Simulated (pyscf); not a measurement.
A first-order saddle from PySCF, ωB97X-D3(BJ)/def2-SVP:

```
Si
H 1 1.4789
H 1 1.5024 2 103.27
N 1 1.8639 2 116.45 3 107.50
H 4 1.0207 1 115.32 2 -45.84
H 4 1.0207 5 108.82 1 129.18
H 4 1.2362 5 117.34 6 138.18
F 7 1.1838 4 136.98 5 111.47
Cl 1 2.0654 2 122.19 3 -109.85
```
Charge 0, spin multiplicity 1.

Surface: singlet, charge 0. Lowest wavenumbers (cm⁻¹): 793i, 130, 222, 293, 493.

Problem. Which two sides does it connect, and which bonds change?

Solution. H₂N–SiH₂–Cl + hydrogen fluoride (HF) <-> ammonia (NH₃) + F–SiH₂–Cl, a four-centre exchange read from left to right: N–Si, F–H broken and H–N, F–Si formed. At ωB97M-D3(BJ)/def2-TZVP it lies +44.0 kJ/mol from the left side and +121.8 kJ/mol from the right (each side as separated species at their lowest minima found). On the reactant side the descent ends in a complex, 29.3 kJ/mol under the separated species and 73.1 kJ/mol under the saddle at ωB97X-D3(BJ)/def2-TZVP. On the product side the descent ends in an adduct with a N–Si contact, 18.2 kJ/mol under the separated species and 137.2 kJ/mol under the saddle at ωB97X-D3(BJ)/def2-TZVP. What is counted as broken (N–Si) persists as a longer contact in the product adduct; parting that adduct is a step of its own. This is the saddle that the search found; another between the same sides may lie lower.
